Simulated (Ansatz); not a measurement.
Basis-set extrapolation for `C=C1CCC1=C` (PBE0-D4/def2-TZVP geometry, frozen core, Ansatz). Multiplicity 1, RHF reference.

```tsv
	def2-TZVPP	def2-QZVPP
HF	-231.876583	-231.886615
MP2 correlation	-0.971434	-1.032349
CCSD(T) correlation	-1.065194	not run
```

Energies in hartree. Use E(X) = E(∞) + A·exp(−7.88·√X) for Hartree–Fock and E(X) = E(∞) + B·X^(−2.97) for correlation, with X = 3 and 4, and add CCSD(T) minus MP2 of the smaller set to the MP2 limit.

**Question.** What is the CCSD(T) energy at the basis-set limit?

**Answer.** HF limit: -231.886615 + (-0.010032) × 0.13774 = -231.88800. MP2 limit: -1.032349 + (-0.060915) × 0.74074 = -1.07747. Higher-order term: -1.065194 − (-0.971434) = -0.09376. Total: -233.05923 hartree, 308.4 kJ/mol below CCSD(T)/def2-TZVPP.
